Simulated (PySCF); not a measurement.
PH₃ to PH₅: adding ligands

Level: PBE0 in the def2-TZVP basis family, all electrons, no relativity, computed in PySCF with density fitting; open shells unrestricted.

Each entry is the lowest minimum that a search over a few typed start shapes (and spin states, where more than one is plausible) found, or that minimum re-optimised at the stated level; isomers with ligand–ligand bonds, or fragments after loss of a ligand pair, can lie lower.

```tsv
molecule	2S+1	point group	mean bond to P (Å)	highest ω (cm⁻¹)	dipole (D)	atomisation (kJ/mol)	gap (eV)
PH₃	?	?	?	?	?	?	?
PH₄	2	C2v	1.465	2475	0.45	1040	–
PH₅	1	D3h	1.449	2326	0.00	1282	6.46
```

Fill in the row of PH₃.

2S+1: 1; point group: C3v; mean bond to P (Å): 1.420; highest ω (cm⁻¹): 2423; dipole (D): 0.70; atomisation (kJ/mol): 992; gap (eV): 8.64.

Left out of the table are members whose search was unfinished or whose lowest solution was spin-contaminated, unstable, very soft or bonded differently.
